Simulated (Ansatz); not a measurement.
We consider rock-salt SnTe (cubic form, which distorts at low temperature), described by PBE in Ansatz (PAW).

Run with plane-wave cutoff 520 eV, 20×20×20 k mesh, Fermi–Dirac smearing 0.05 eV, scalar-relativistic PAW data made under PBE.

Computed at the level's own relaxed cell.

Elastic tensor (GPa, Voigt notation, ions relaxed):

```
  114.7     3.2     3.2     0.0     0.0     0.0
    3.2   114.7     3.2     0.0     0.0     0.0
    3.2     3.2   114.7     0.0     0.0     0.0
    0.0     0.0     0.0    16.5     0.0     0.0
    0.0     0.0     0.0     0.0    16.5     0.0
    0.0     0.0     0.0     0.0     0.0    16.5
```

Worked from these constants: the tetragonal shear constant is C′ = (C11 − C12)/2 = 55.8 GPa against C44 = 16.5 GPa, so the C44 shear is the softer. The Zener ratio C44/C′ is 0.30 (1 for an isotropic solid), and the Cauchy pressure C12 − C44 is -13.3 GPa. With C11 + 2C12 = 121.1 GPa all three Born conditions hold; they don't test modes at the zone boundary.

Measured, for comparison: elastic constant C11 109 GPa, elastic constant C12 2.1 GPa, elastic constant C44 9.69 GPa (temperature not stated, not corrected to a static lattice; as tabulated in Oses et al. (2018), arXiv:1811.08464). Computed (rounded) less measured: elastic constant C11 +6 %, elastic constant C12 +50 %, elastic constant C44 +70 %. A static lattice is as a rule a little smaller and stiffer than an uncorrected measurement, which narrows the difference in the elastic constant C11 and would widen misses of the other sign.

Note: the solid has no gap at this level, which affects its response; symmetry holds this phase in the static calculation, where it need not be a minimum.

Ansatz is an electronic-structure program.
